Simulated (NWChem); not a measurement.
Species: allene (C₃H₄); SMILES C=C=C

Results from NWChem. Pople sets run with spherical d functions. Structure relaxed at the PBE0/def2-SVP level. Total energies compare along this basis series because the functional is fixed.

```
level            basis functions  energy (Ha)  highest occupied level (eV)  orbital gap (eV)
---------------  ---------------  -----------  ---------------------------  ----------------
B3LYP/STO-3G                  19    -115.2077                          [?]               [?]
B3LYP/3-21G                   35    -116.0201                        -7.24              7.85
B3LYP/6-31G*                  50    -116.6549                        -7.15              7.70
B3LYP/def2-SVP                62    -116.5741                        -7.37              7.62
B3LYP/def2-SVPD               92    -116.5805                        -7.51              7.49
B3LYP/def2-TZVP              117    -116.7079                        -7.49              7.49
```

Fill in the missing entries.


- B3LYP/STO-3G, highest occupied level (eV): -5.70
- B3LYP/STO-3G, orbital gap (eV): 8.90
